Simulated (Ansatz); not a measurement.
# fcc Ni

Method: HSE06 (Ansatz, a quantum-chemistry and plane-wave program, plane waves, PAW).

Numerical settings: plane-wave cutoff 500 eV, 12×12×12 k mesh, Fermi–Dirac smearing 0.1 eV, spin-polarised with parallel moments, scalar-relativistic PAW data made under PBE.

Cell (relaxed with r²SCAN):

Ni is taken in the cubic space group Fm-3m (No. 225), the fcc (Cu type) structure, Pearson symbol cF4. Cell: a = b = c = 3.4791 Å, α = β = γ = 90.00°. Ni on 4a sees 12 Ni at 2.460 Å (cuboctahedral). (Neighbours: up to the widest gap in distance over summed covalent radii, below 1.35, at either atom.)
(The calculation used a cell of 1 atom; values per cell refer to that cell.)

| Item | Result |
|---|---|
| magnetic moment per atom (the cell's total over its atoms) | 0.83 μB |

Note: exact exchange on metals is sensitive to the k mesh and can open a false gap; the run warned that the count of filled bands differs between k points; cell and atoms aren't relaxed at this level (pressure 4.2 GPa).

Moments are spin moments.
